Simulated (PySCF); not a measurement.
C4H5N.
SMILES with atom numbers: `[CH3:1]/[CH:2]=[CH:3]/[C:4]#[N:5]` (hydrogens: H6, H7, H8 on C1; H9 on C2; H10 on C3)

Computed with PySCF, PBE0-D3(BJ)/def2-SVP geometry optimisation, gas phase.

Q: Give the optimised bond lengths and angles.

A: 
| bond | length (Å) |
| --- | --- |
| C1–C2 | 1.485 |
| C2=C3 | 1.343 |
| C3–C4 | 1.426 |
| C4≡N5 | 1.160 |
| C1–H6, C1–H7, C1–H8 | 1.101 |
| C2–H9 | 1.096 |
| C3–H10 | 1.096 |

Bonds in one row agree within 0.01 Å and their mean is given. A selection of angles:
| angle | degrees |
| --- | --- |
| C2–C1–H6 | 110.6 |
| H6–C1–H7 | 108.5 |
| H6–C1–H8 | 106.3 |
| C1–C2–C3 | 124.6 |
| C1–C2–H9 | 117.2 |
| C3–C2–H9 | 118.2 |
| C2–C3–C4 | 122.9 |
| C2–C3–H10 | 120.9 |
| C4–C3–H10 | 116.2 |
| C3–C4–N5 | 179.2 |

Dihedral angles: C1–C2–C3–C4 180° (antiperiplanar).

The C–C distances run from 1.343 Å (C2=C3, drawn double) to 1.485 Å (C1–C2, drawn single), a spread of 0.142 Å. Of the pairs four or more bonds apart, H7···H10 is among the closest relative to their van der Waals radii: 2.46 Å, 102 % of the sum of Bondi's values. The 5 heavy atoms lie in one plane (0.000 Å rms).

Point group: Cs (tolerance 0.08 Å). PBE0-D3(BJ)/def2-SVP frequencies: not computed here.
